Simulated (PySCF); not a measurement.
**How well do the runs reproduce experiment for LiH?**

**Measured values to compare with.**

Liu, Meijer, Perez-Rios, Phys. Chem. Chem. Phys. 22 (2020) 24191 lists, for the gas: dipole moment 5.882 D.

The runs below try to reproduce these values; the comparison stands at the end.

Species: LiH.
Atom-mapped SMILES: `[LiH:1]` (hydrogens: H2 on Li1)

Cartesian coordinates in Å at the PBE0-D3(BJ)/def2-SVP level; atoms count from 1:
```xyz
2
LiH angstrom
Li     0.8002   -0.0030   -0.0027
H     -0.7975    0.0042   -0.0114
```

Runs made with PySCF (gas phase, on this PBE0-D3(BJ)/def2-SVP geometry; no spin–orbit coupling):

```
                             level                                          job  basis functions  wall time
PBE0-D3(BJ)/def2-SVP, grid level 1  geometry optimisation from a GFN2-xTB start               14      1.0 s
```

Hardware: an Intel Xeon Platinum 8259CL at 2.50 GHz with one thread, on a shared host.

Results beside the measurements:

**Dipole moment.** Measured: 5.882 D (Liu, Meijer, Perez-Rios, Phys. Chem. Chem. Phys. 22 (2020) 24191).

| level | computed (D) | computed − measured (D) | % (from the printed values) |
| --- | --- | --- | --- |
| PBE0-D3(BJ)/def2-SVP | 5.628 | -0.254 | -4 |

The computed dipoles belong to one fixed geometry; measured ones are averaged over vibrations unless marked μe. Magnitudes are compared, not signs.

The geometry is computed, not the measured one. Where a level misses, the cause wasn't examined.
